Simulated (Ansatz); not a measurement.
# Zinc, hcp: convergence with cold smearing

Computed with Ansatz, PBE, scalar-relativistic PAW, on the relaxed cell (a = 2.656 Å, c = 4.962 Å (c/a = 1.869); spin not included). Errors count from a run at 420 eV on a Γ-centred 22×22×11 mesh with Fermi-Dirac smearing of 0.1 eV, extrapolated to zero width. Fixed here: cutoff 420 eV, mesh 14×14×7. The SCF starts from atomic densities corrected by a trained network.

```json
{"width (eV)": "0.03", "E(σ→0) error (meV/atom)": "5.9", "F error (meV/atom)": "5.9", "P (GPa)": "0.09", "SCF iterations": "6"}
{"width (eV)": "0.1", "E(σ→0) error (meV/atom)": "5.8", "F error (meV/atom)": "5.7", "P (GPa)": "0.09", "SCF iterations": "6"}
{"width (eV)": "0.2", "E(σ→0) error (meV/atom)": "5.6", "F error (meV/atom)": "5.3", "P (GPa)": "0.12", "SCF iterations": "6"}
{"width (eV)": "0.3", "E(σ→0) error (meV/atom)": "5.3", "F error (meV/atom)": "4.9", "P (GPa)": "0.14", "SCF iterations": "6"}
{"width (eV)": "0.6", "E(σ→0) error (meV/atom)": "3.8", "F error (meV/atom)": "3.7", "P (GPa)": "0.19", "SCF iterations": "5"}
{"width (eV)": "1.0", "E(σ→0) error (meV/atom)": "2.9", "F error (meV/atom)": "5.7", "P (GPa)": "0.28", "SCF iterations": "6"}
```

Question: What does the run at 0.01 give (width)?

Answer: E(σ→0) error (meV/atom): 5.9; F error (meV/atom): 5.9; P (GPa): 0.10; SCF iterations: 6.
